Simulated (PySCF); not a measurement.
C5H7F.
Z-matrix (Å and degrees, GFN2-xTB geometry), rows numbered from 1:
```
C 
C   1  1.3295
C   2  1.4428  1  122.92
C   3  1.3326  2  125.91  1   179.93
C   4  1.4869  3  130.70  2     0.01
F   4  1.3599  3  117.51  2  -179.99
H   1  1.0774  2  121.61  3     0.03
H   1  1.0760  2  121.95  3  -179.99
H   2  1.0810  1  119.65  3   179.94
H   3  1.0817  2  116.37  1    -0.12
H   5  1.0838  4  111.26  3    -0.27
H   5  1.0903  4  109.56  3   120.74
H   5  1.0903  4  109.60  3  -121.32
```

Method used: PBE0/def2-SVPD in PySCF (dipole) on a GFN2-xTB geometry, gas phase.

Take the most abundant isotopes and a rigid rotor. The values belong to one conformer with, in the numbering `[CH2:1]=[CH:2]/[CH:3]=[C:4](\[CH3:5])[F:6]`, C1–C2–C3–C4 180°.

**Question.** Give the principal moments of inertia and the rotational constants in MHz.

**Answer.** Ia = 60.59, Ib = 259.85, Ic = 317.32 u·Å²; 505379 MHz·u·Å²/I gives A = 8342, B = 1945, C = 1593 MHz.

**Question.** What kind of rotor is it?

**Answer.** An asymmetric top; Ray's κ = -0.896.

**Question.** What does the inertial defect say?

**Answer.** Not planar: Δ = Ic − Ia − Ib = -3.12 u·Å². For a rigid frame Δ = −2 Σ m c², so Σ m c² = 1.56 u·Å² lies off the ab plane, practically all of it from hydrogen. The atom farthest from that plane is 0.88 Å away.

**Question.** Give the other two planar moments, Paa and Pbb, and the rms extents of the mass along the axes.

**Answer.** Paa = Σ m a² = (Ib + Ic − Ia)/2 = 258.29 and Pbb = Σ m b² = (Ia + Ic − Ib)/2 = 59.02 u·Å². With the mass M = 86.05 u, the rms extents √(P/M) along a, b and c are 1.73, 0.83, 0.13 Å.

**Question.** Give the coordinates in the principal-axis frame, origin at the centre of mass.

**Answer.** The sense of each axis is arbitrary; atoms in the order of the calculation.
```csv
atom,mass (u),a (Å),b (Å),c (Å)
C1,12.000,2.820,0.172,0.000
C2,12.000,1.596,-0.348,0.000
C3,12.000,0.401,0.460,0.000
C4,12.000,-0.851,0.004,0.000
C5,12.000,-1.376,-1.387,0.000
F6,18.998,-1.855,0.922,0.000
H7,1.008,2.981,1.238,-0.001
H8,1.008,3.701,-0.445,-0.001
H9,1.008,1.471,-1.422,0.000
H10,1.008,0.545,1.532,0.002
H11,1.008,-0.570,-2.112,-0.005
H12,1.008,-1.996,-1.544,0.883
H13,1.008,-2.004,-1.541,-0.878
```

**Question.** Where do the levels up to J = 3 lie, in MHz?

**Answer.** Above 0(0,0):
J = 1: 1(0,1) 3538, 1(1,1) 9934, 1(1,0) 10286
J = 2: 2(0,2) 10598, 2(1,2) 16657, 2(1,1) 17714, 2(2,1) 36904, 2(2,0) 36918
J = 3: 3(0,3) 21155, 3(1,3) 26733, 3(1,2) 28845, 3(2,2) 47516, 3(2,1) 47587, 3(3,1) 80389, 3(3,0) 80389

**Question.** Which types of transition are allowed, and where do some lines up to J = 5 fall?

**Answer.** The dipole components are |μa| = 0.49 D, |μb| = 1.47 D, |μc| = 0.00 D; the mirror of this Cs structure is the ab plane, so μc vanishes by symmetry and there are no c-type lines. Intensities carry the squares of the components, which stand as 0.11 : 1.00 (a : b). Some lines, for components of 0.1 D or more:

```
type  branch         J(Ka,Kc)    MHz  lower level (cm⁻¹)
   a       Q  5(2,3) ← 5(2,4)    487               2.646
   a       Q  4(1,3) ← 4(1,4)   3519               1.339
   b       R  4(0,4) ← 3(1,3)   8432               0.892
   b       Q  5(1,4) ← 5(0,5)   9597               1.754
   b       R  1(1,1) ← 0(0,0)   9934               0.000
   a       R  3(2,1) ← 2(2,0)  10669               1.231
   a       R  3(1,2) ← 2(1,1)  11132               0.591
   b       R  5(0,5) ← 4(1,4)  12425               1.339
   a       R  4(1,4) ← 3(1,3)  13418               0.892
   a       R  4(2,3) ← 3(2,2)  14139               1.585
   a       R  4(3,1) ← 3(3,0)  14179               2.681
   a       R  4(1,3) ← 3(1,2)  14825               0.962
   a       R  5(3,3) ← 4(3,2)  17733               3.154
   b       Q  4(2,2) ← 4(1,3)  18195               1.457
   b       Q  3(2,1) ← 3(1,2)  18741               0.962
   b       R  3(2,1) ← 2(1,2)  30930               0.556
   b       Q  4(3,1) ← 4(2,2)  32703               2.064
   b       Q  4(3,2) ← 4(2,3)  32911               2.057
   b       R  3(3,1) ← 2(2,0)  43471               1.231
   b       Q  5(4,1) ← 5(3,2)  45961               3.746
   b       Q  5(4,2) ← 5(3,3)  45971               3.746
   b       R  5(3,3) ← 4(2,2)  50433               2.064
   b       R  4(4,1) ← 3(3,0)  60162               2.681
   b       R  4(4,0) ← 3(3,1)  60162               2.681
   b       R  5(4,2) ← 4(3,1)  63701               3.154
   b       R  5(5,0) ← 4(4,1)  76845               4.688
```

**Question.** Estimate the classical rotational partition function at 25 K, 298.15 K and 500 K.

**Answer.** Point group Cs, symmetry number σ = 1; q = (√π/σ)·√((kT/h)³/(ABC)), k/h = 20836.6 MHz/K: 4150 at 25 K, 171000 at 298.15 K, 371000 at 500 K.

GFN2-xTB frequencies: not computed here. No vibrational averaging or centrifugal distortion is included, and the geometry carries the error of its method. A rigid rotor knows nothing of internal rotation, which can split or shift real lines.

Hardware: one thread, Arm Neoverse V1, shared host. Cost: 22 s. This is the PBE0/def2-SVPD job that gave the dipole, with the excitations it also computed.
